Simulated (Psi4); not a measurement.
Psi4 input (wB97X-D/6-311+G**):

```
memory 1500 MB

molecule {
-1 1
C    -0.01423719   -0.06952151   -1.23419539
Si    0.00834037    0.17010305    0.73186645
H    -0.01728263   -1.11287275   -1.56859470
H    -0.89893486    0.41944684   -1.65979309
H     0.85959133    0.42084071   -1.68015728
H    -1.11421076   -0.84675739    1.04684283
H     1.13949487   -0.84497103    1.02074434
symmetry c1
no_reorient
no_com
}

set {
  basis 6-311+G**
  reference rks
  scf_type pk
  dft_radial_points 99
  dft_spherical_points 590
  e_convergence 1e-8
  d_convergence 1e-7
  maxiter 150
}

e = energy('wb97x-d')
print_out(f'\nFINAL {e:.10f} DIPOLE {variable("CURRENT DIPOLE")[0]:.6f} {variable("CURRENT DIPOLE")[1]:.6f} {variable("CURRENT DIPOLE")[2]:.6f}\n')
```

Output:

```
   => Loading Basis Set <=

    Name: 6-311+G**
    Role: ORBITAL
    Keyword: BASIS
    atoms 1   entry C          line   129 file 6-311pgss.gbs
    atoms 2   entry SI         line   351 file 6-311pgss.gbs
    atoms 3-7 entry H          line    42 file 6-311pgss.gbs

   => WB97X-D: Empirical Dispersion <=

    Chai and Head-Gordon Dispersion Correction
    Chai, J.-D.; Head-Gordon, M. (2010), J. Chem. Phys., 132: 6615-6620

        s6 =       1.000000

         ---------------------------------------------------------
                                   SCF
               by Justin Turney, Rob Parrish, Andy Simmonett
                          and Daniel G. A. Smith
                              RKS Reference
         ---------------------------------------------------------

  ==> Geometry <==

    Molecular point group: c1
    Full point group: C1

    Geometry (in Angstrom), charge = -1, multiplicity = 1:

       Center              X                  Y                   Z               Mass
    ------------   -----------------  -----------------  -----------------  -----------------
         C           -0.014237190000    -0.069521510000    -1.234195390000    12.000000000000
         SI           0.008340370000     0.170103050000     0.731866450000    27.976926534650
         H           -0.017282630000    -1.112872750000    -1.568594700000     1.007825032230
         H           -0.898934860000     0.419446840000    -1.659793090000     1.007825032230
         H            0.859591330000     0.420840710000    -1.680157280000     1.007825032230
         H           -1.114210760000    -0.846757390000     1.046842830000     1.007825032230
         H            1.139494870000    -0.844971030000     1.020744340000     1.007825032230

  Running in c1 symmetry.

  Rotational constants: A =      2.16357  B =      0.35536  C =      0.35205 [cm^-1]
  Rotational constants: A =  64862.07883  B =  10653.29527  C =  10554.27697 [MHz]
  Nuclear repulsion =   53.834303086482798

  Charge       = -1
  Multiplicity = 1
  Electrons    = 26
  Nalpha       = 13
  Nbeta        = 13

  ==> Algorithm <==

  SCF Algorithm Type is PK.
  DIIS enabled.
  MOM disabled.
  Fractional occupation disabled.
  Guess Type is SAD.
  Energy threshold   = 1.00e-08
  Density threshold  = 1.00e-07
  Integral threshold = 1.00e-12

  ==> Primary Basis <==

  Basis Set: 6-311+G**
    Blend: 6-311+G**
    Number of shells: 44
    Number of basis functions: 82
    Number of Cartesian functions: 84
    Spherical Harmonics?: true
    Max angular momentum: 2

  ==> DFT Potential <==

   => LibXC <=

    Version 7.1.2
    S. Lehtola, C. Steigemann, M. J. T. Oliveira, and M. A. L. Marques,  SoftwareX 7, 1–5 (2018) (10.1016/j.softx.2017.11.002)

   => Composite Functional: WB97X-D <=

    wB97X-D Hyb-GGA Exchange-Correlation Functional

    J.-D. Chai and M. Head-Gordon,  Phys. Chem. Chem. Phys. 10, 6615–6620 (2008) (10.1039/B810189B)

    Deriv               =              1
    GGA                 =           TRUE
    Meta                =          FALSE

    Exchange Hybrid     =           TRUE
    MP2 Hybrid          =          FALSE

   => Exchange-Correlation Functionals <=

    1.0000   wB97X-D range-separated functional

   => Exact (HF) Exchange <=

    0.7780            HF,LR [omega = 0.2000]
    0.2220               HF

   => LibXC Density Thresholds  <==

    XC_HYB_GGA_XC_WB97X_D:  1.00E-14

   => Molecular Quadrature <=

    Radial Scheme          =       TREUTLER
    Pruning Scheme         =           NONE
    Nuclear Scheme         =       TREUTLER

    Blocking Scheme        =         OCTREE
    BS radius alpha        =              1
    Pruning alpha          =              1
    Radial Points          =             99
    Spherical Points       =            590
    Total Points           =         392870
    Total Blocks           =           2856
    Max Points             =            256
    Max Functions          =             82
    Weights Tolerance      =       1.00E-15

  ==> Integral Setup <==

  Using in-core PK algorithm.
   Calculation information:
      Number of atoms:                   7
      Number of AO shells:              44
      Number of primitives:             74
      Number of atomic orbitals:        84
      Number of basis functions:        82

      Integral cutoff                 1.00e-12
      Number of threads:                 1

  Performing in-core PK
  Using 17375718 doubles for integral storage.
  We computed 473447 shell quartets total.
  Whereas there are 490545 unique shell quartets.

  Computing range-separated integrals for PK
  We computed 473447 wK shell quartets total.
  Whereas there are 490545 wK unique shell quartets.

  ==> DiskJK: Disk-Based J/K Matrices <==

    J tasked:                  Yes
    K tasked:                  Yes
    wK tasked:                 Yes
    Omega:               2.000E-01
    Schwarz Cutoff:          1E-12


  Cached 50.0% of DFT collocation blocks in 0.388 [GiB].

  Minimum eigenvalue in the overlap matrix is 1.1811684743E-03.
  Reciprocal condition number of the overlap matrix is 1.5754607802E-04.
    Using symmetric orthogonalization.

  ==> Pre-Iterations <==

  SCF Guess: Superposition of Atomic Densities via on-the-fly atomic UHF (no occupation information).

   -------------------------
    Irrep   Nso     Nmo
   -------------------------
     A         82      82
   -------------------------
    Total      82      82
   -------------------------

  ==> Iterations <==

                        Total Energy        Delta E     RMS |[F,P]|

   @RKS iter SAD:  -329.83431656812934   -3.29834e+02   0.00000e+00
   @RKS iter   1:  -330.34582223890374   -5.11506e-01   8.43423e-03 DIIS/ADIIS
   @RKS iter   2:  -330.42032712801495   -7.45049e-02   6.99563e-03 DIIS/ADIIS
   @RKS iter   3:  -330.59329309175729   -1.72966e-01   6.08493e-04 DIIS/ADIIS
   @RKS iter   4:  -330.59480859056055   -1.51550e-03   2.13235e-04 DIIS/ADIIS
   @RKS iter   5:  -330.59503626778900   -2.27677e-04   4.38435e-05 DIIS
   @RKS iter   6:  -330.59506898577439   -3.27180e-05   1.28020e-05 DIIS
   @RKS iter   7:  -330.59507355768466   -4.57191e-06   4.44464e-06 DIIS
   @RKS iter   8:  -330.59507430745663   -7.49772e-07   1.24543e-06 DIIS
   @RKS iter   9:  -330.59507436432051   -5.68639e-08   3.83136e-07 DIIS
   @RKS iter  10:  -330.59507436858377   -4.26326e-09   9.54254e-08 DIIS
  Energy and wave function converged.

  ==> Post-Iterations <==

   Electrons on quadrature grid:
      Ntotal   =   26.0000006214 ; deviation = 6.214e-07

    Orbital Energies [Eh]
    ---------------------

    Doubly Occupied:

       1A    -66.004442     2A    -10.079030     3A     -5.136563
       4A     -3.481556     5A     -3.481403     6A     -3.477887
       7A     -0.597180     8A     -0.365241     9A     -0.299915
      10A     -0.299010    11A     -0.176672    12A     -0.174111
      13A     -0.054239

    Virtual:

      14A      0.185414    15A      0.207227    16A      0.212563
      17A      0.218155    18A      0.238603    19A      0.256948
      20A      0.259244    21A      0.307419    22A      0.323314
      23A      0.336561    24A      0.385500    25A      0.385740
      26A      0.416726    27A      0.477832    28A      0.512708
      29A      0.526847    30A      0.563219    31A      0.613809
      32A      0.634326    33A      0.655736    34A      0.711426
      35A      0.761249    36A      0.803077    37A      0.851466
      38A      0.853847    39A      0.905056    40A      0.952983
      41A      0.973590    42A      0.976429    43A      1.100281
      44A      1.146436    45A      1.174510    46A      1.339254
      47A      1.343908    48A      1.526890    49A      1.537146
      50A      1.591406    51A      1.707356    52A      1.721043
      53A      1.726868    54A      1.797429    55A      1.853973
      56A      1.862467    57A      1.899855    58A      1.952041
      59A      1.991025    60A      2.008538    61A      2.251494
      62A      2.320264    63A      2.326279    64A      2.457823
      65A      2.460407    66A      2.692372    67A      2.774178
      68A      2.779831    69A      2.784458    70A      2.787511
      71A      2.885984    72A      2.984676    73A      3.071369
      74A      3.404884    75A      4.013631    76A      4.031774
      77A      5.920635    78A     11.730348    79A     11.739199
      80A     11.759383    81A     24.246153    82A    141.411548

    Final Occupation by Irrep:
              A
    DOCC [    13 ]
    NA   [    13 ]
    NB   [    13 ]

  @RKS Final Energy:  -330.59507436858377

   => Energetics <=

    Nuclear Repulsion Energy =             53.8343030864827981
    One-Electron Energy =                -567.9133689847649293
    Two-Electron Energy =                 203.5513882246101218
    DFT Exchange-Correlation Energy =     -20.0659453177648217
    Empirical Dispersion Energy =          -0.0014513771469593
    VV10 Nonlocal Energy =                  0.0000000000000000
    Total Energy =                       -330.5950743685837665

Computation Completed

Properties will be evaluated at   0.000000,   0.000000,   0.000000 [a0]

Properties computed using the SCF density matrix

 Multipole Moments:

 ------------------------------------------------------------------------------------
     Multipole            Electronic (a.u.)      Nuclear  (a.u.)        Total (a.u.)
 ------------------------------------------------------------------------------------

 L = 1.  Multiply by 2.5417464519 to convert [e a0] to [Debye]
 Dipole X            :         -0.0156446           -0.0000000           -0.0156446
 Dipole Y            :         -0.4362797            0.0000000           -0.4362796
 Dipole Z            :         -1.3808315            0.0000001           -1.3808314
 Magnitude           :                                                    1.4481989

 ------------------------------------------------------------------------------------

FINAL -330.5950743686 DIPOLE -0.015645 -0.436280 -1.380831

*** Psi4 exiting successfully. Buy a developer a beer!
```

The dipole moment of an ion depends on the origin.
